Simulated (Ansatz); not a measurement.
CH$_{3}$F$_{2}$NS (`NC(F)(F)S`), 8 atoms. Total charge 0; spin multiplicity 1. All runs use 2 threads of an Arm Neoverse V2 on a shared host. Correlated methods freeze the cores.

Problem. How many basis functions does each run have, and how long does it take in Ansatz? RKS ωB97M-V/def2-SVP energy; RKS PBE-QIDH (frozen core)/def2-TZVPP energy; RKS PBE0-D4/def2-TZVP frequencies; RKS PBE0-D4/def2-QZVPP energy; RHF-CCSD(T)/def2-TZVPP energy; direct RPA on PBE orbitals/def2-TZVPP energy; RKS PBE0-D4/def2-SVP energy; RKS PBE0-D4/def2-TZVP relaxation (6 steps); RKS ωB97M-V/def2-TZVPP energy and forces; RHF-CCSD(T)/def2-SVP energy; RKS B3LYP-D4/def2-TZVPP energy and forces; RKS ωB97M-V/def2-QZVPP energy. (Best estimate.)

Solution. Ansatz gave: Other jobs shared the machine, so times are rough.

| level | job | functions | wall time | peak host memory (GiB) |
| --- | --- | --- | --- | --- |
| RKS PBE0-D4/def2-SVP | energy | 89 | 1.4 s | 0.16 |
| RKS B3LYP-D4/def2-TZVPP | energy and forces | 208 | 5 s | 0.49 |
| RHF-CCSD(T)/def2-SVP | energy | 89 | 5.5 s | 0.32 |
| RKS ωB97M-V/def2-SVP | energy | 89 | 6 s | 0.24 |
| RKS PBE-QIDH (frozen core)/def2-TZVPP | energy | 208 | 6.5 s | 0.48 |
| direct RPA on PBE orbitals/def2-TZVPP | energy | 208 | 6.5 s | 0.42 |
| RKS PBE0-D4/def2-QZVPP | energy | 388 | 10 s | 1 |
| RKS ωB97M-V/def2-TZVPP | energy and forces | 208 | 14 s | 0.61 |
| RKS ωB97M-V/def2-QZVPP | energy | 388 | 22 s | 1.2 |
| RKS PBE0-D4/def2-TZVP | relaxation (6 steps) | 179 | 28 s | 0.4 |
| RKS PBE0-D4/def2-TZVP | frequencies | 179 | 2.3 min | 0.4 |
| RHF-CCSD(T)/def2-TZVPP | energy | 208 | 2.5 min | 3 |

B3LYP here is the variant with VWN-RPA as its local correlation; programs differ in this.
